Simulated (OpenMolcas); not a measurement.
# C2H6Si (SMILES C[Si]C): the vertical ionisation energy from total energies

C2H6Si has 9 atoms, charge 0, and is taken as a singlet. As SMILES, `C[Si]C`. The coordinates come from a PBE0-D4/def2-TZVP relaxation.

Both states at this one shape; open shells run unrestricted unless said. 1 Eh = 27.2114 eV.

```
          level     program  singlet C2H6Si (Eh)  doublet C2H6Si+ (Eh)  HOMO of the first (eV)
   HF/6-311+G**  OpenMolcas          -368.137836           -367.872466                   -8.30
SVWN5/6-311+G**  OpenMolcas          -367.369458           -367.068910                   -5.03
BHLYP/6-311+G**  OpenMolcas          -369.239655           -368.942752                   -6.91
```

Question: Work out the vertical ionisation energy at each level.

Answer: 
1. HF/6-311+G**: -367.872466 − (-368.137836) = 0.265370 Eh = 7.22 eV; −ε(HOMO) = 8.30 eV.
2. SVWN5/6-311+G**: -367.068910 − (-367.369458) = 0.300548 Eh = 8.18 eV; −ε(HOMO) = 5.03 eV.
3. BHLYP/6-311+G**: -368.942752 − (-369.239655) = 0.296903 Eh = 8.08 eV; −ε(HOMO) = 6.91 eV.

No measured value is set beside it here; the levels span 7.22 to 8.18 eV. In Hartree–Fock, −ε(HOMO) (Koopmans) exceeds the difference of totals by the orbital relaxation of the ion. In semi-local functionals −ε(HOMO) lies far under the ionisation energy, a result of self-interaction, while the difference of totals does much better. Hartree–Fock favours the state with fewer electron pairs, since it lacks pair correlation.
